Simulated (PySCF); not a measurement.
## Magnetisability: SMILES CF, CH3F

Geometry:
```json
{"atom": "C1", "x (Å)": "-0.017", "y (Å)": "0.019", "z (Å)": "0.026"}
{"atom": "F2", "x (Å)": "1.328", "y (Å)": "-0.119", "z (Å)": "-0.141"}
{"atom": "H3", "x (Å)": "-0.292", "y (Å)": "-0.199", "z (Å)": "1.072"}
{"atom": "H4", "x (Å)": "-0.324", "y (Å)": "1.051", "z (Å)": "-0.216"}
{"atom": "H5", "x (Å)": "-0.554", "y (Å)": "-0.679", "z (Å)": "-0.638"}
```

Method used: GIAO B3LYP/IGLO-II magnetisability, rotational g tensor and spin-rotation constants, non-relativistic, gas phase (PySCF). Geometry: PBE0-D3(BJ)/def2-SVP.

Question: What are the magnetisability and the molar susceptibility?

Answer: Isotropic -305 × 10⁻³⁰ J/T², or -18.4 × 10⁻⁶ cm³/mol; principal values -399, -258, -258 × 10⁻³⁰ J/T², anisotropy 141 × 10⁻³⁰ J/T² (root of half the summed squared differences of the principal values). The susceptibility is in cgs units.

Question: Split it along the inertial axes a, b, c into diamagnetic and paramagnetic parts about the centre of mass, with the quadrupole moment.

Answer: 
| axis | χ (10⁻⁶ cm³/mol) | diamagnetic (10⁻⁶ cm³/mol) | paramagnetic (10⁻⁶ cm³/mol) | summed x² of all electrons (Å²) | quadrupole Θ (D Å) |
| --- | --- | --- | --- | --- | --- |
| a | -24.0 | -34.8 | 10.7 | 13.0 | -0.10 |
| b | -15.6 | -72.4 | 56.9 | 4.1 | +0.05 |
| c | -15.6 | -72.4 | 56.9 | 4.1 | +0.05 |

Anisotropies 2χaa − χbb − χcc = -17.0 and 2χbb − χaa − χcc = +8.5 × 10⁻⁶ cm³/mol. Θ is traceless in Buckingham's convention.

Question: And the rotational g tensor?

Answer: 
| axis | rotational constant (GHz) | g | nuclear part | electronic part |
| --- | --- | --- | --- | --- |
| a | 155.7130 | +0.2146 | 0.9995 | -0.7849 |
| b | 26.1419 | -0.0692 | 0.6295 | -0.6987 |
| c | 26.1415 | -0.0692 | 0.6295 | -0.6987 |

Prolate top; isotopes 12C, 19F, 1H; no vibrational averaging.
